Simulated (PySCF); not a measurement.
Atomic charges against the basis set

C3H10NP.
Numbering: `[CH3:1][P:2]([CH3:3])([CH3:4])=[NH:5]` (hydrogens: H6, H7, H8 on C1; H9, H10, H11 on C3; H12, H13, H14 on C4; H15 on N5)

PBE0 throughout (PySCF), one geometry, spherical d and f functions. Geometry: PBE0-D3(BJ)/def2-SVP; no solvent, vibrations or thermal averaging. Atoms taken as equivalent share a column and are averaged.

Mulliken charges (e):

```
      basis  functions  C1/C3/C4      P2      N5  H6 (×9)     H15
   pcSseg-0         69    -0.990  +1.252  -0.968   +0.267  +0.287
    cc-pVDZ        124    -0.202  +0.321  -0.446   +0.072  +0.086
aug-cc-pVDZ        209    +0.713  +0.063  -0.536   -0.166  -0.172
   IGLO-III        284    -0.551  +0.893  -0.759   +0.148  +0.187
    cc-pVTZ        294    -0.342  +0.430  -0.525   +0.111  +0.125
   pcSseg-2        327    -0.175  +0.498  -0.558   +0.054  +0.098
```

IAO charges (e):

```json
{"basis": "pcSseg-0", "functions": "69", "C1/C3/C4": "-0.673", "P2": "+1.204", "N5": "-0.916", "H6 (×9)": "+0.168", "H15": "+0.220"}
{"basis": "cc-pVDZ", "functions": "124", "C1/C3/C4": "-0.673", "P2": "+1.365", "N5": "-0.992", "H6 (×9)": "+0.157", "H15": "+0.229"}
{"basis": "aug-cc-pVDZ", "functions": "209", "C1/C3/C4": "-0.682", "P2": "+1.376", "N5": "-1.038", "H6 (×9)": "+0.163", "H15": "+0.245"}
{"basis": "IGLO-III", "functions": "284", "C1/C3/C4": "-0.698", "P2": "+1.425", "N5": "-1.052", "H6 (×9)": "+0.164", "H15": "+0.246"}
{"basis": "cc-pVTZ", "functions": "294", "C1/C3/C4": "-0.695", "P2": "+1.408", "N5": "-1.036", "H6 (×9)": "+0.164", "H15": "+0.242"}
{"basis": "pcSseg-2", "functions": "327", "C1/C3/C4": "-0.698", "P2": "+1.422", "N5": "-1.049", "H6 (×9)": "+0.164", "H15": "+0.245"}
```

Hirshfeld charges (e):

| basis | functions | C1/C3/C4 | P2 | N5 | H6 (×9) | H15 |
| --- | --- | --- | --- | --- | --- | --- |
| pcSseg-0 | 69 | -0.156 | +0.460 | -0.457 | +0.043 | +0.081 |
| cc-pVDZ | 124 | -0.158 | +0.398 | -0.431 | +0.048 | +0.077 |
| aug-cc-pVDZ | 209 | -0.170 | +0.398 | -0.437 | +0.053 | +0.069 |
| IGLO-III | 284 | -0.167 | +0.393 | -0.432 | +0.052 | +0.070 |
| cc-pVTZ | 294 | -0.166 | +0.390 | -0.435 | +0.052 | +0.075 |
| pcSseg-2 | 327 | -0.170 | +0.391 | -0.436 | +0.054 | +0.074 |

Some averages cover members that differ in this geometry, most widely: C1/C3/C4, Mulliken in pcSseg-2 -0.194 to -0.139; C1/C3/C4, IAO in pcSseg-0 -0.685 to -0.648; C1/C3/C4, Mulliken in cc-pVDZ -0.214 to -0.178; H6 (×9), Mulliken in IGLO-III +0.130 to +0.165 e.

Q: Which scheme is steadiest as the basis changes?

A: Largest range over the bases for any column: Hirshfeld 0.07 e, IAO 0.22 e, Mulliken 1.70 e. Hirshfeld charges move least and Mulliken charges most, counted in e.

Q: How much do the charges still move between the two largest bases, cc-pVTZ and pcSseg-2?

A: At most, over all atoms: Mulliken 0.181 e, IAO 0.014 e, Hirshfeld 0.005 e.

Q: What do the same runs give for the total energy, the frontier levels and the dipole moment?

A: 
```csv
basis,energy (Eh),HOMO (eV),LUMO (eV),μ (D)
pcSseg-0,-515.2296,-5.69,1.51,3.55
cc-pVDZ,-516.0904,-5.64,1.34,3.28
aug-cc-pVDZ,-516.1133,-6.03,-0.33,3.77
IGLO-III,-516.1937,-6.10,0.33,3.68
cc-pVTZ,-516.1812,-5.97,0.74,3.51
pcSseg-2,-516.1963,-6.12,0.19,3.72
```

The dipole is fixed by the density alone, so its range of 0.49 D shows that the density itself changes with the basis, not only its division among atoms.
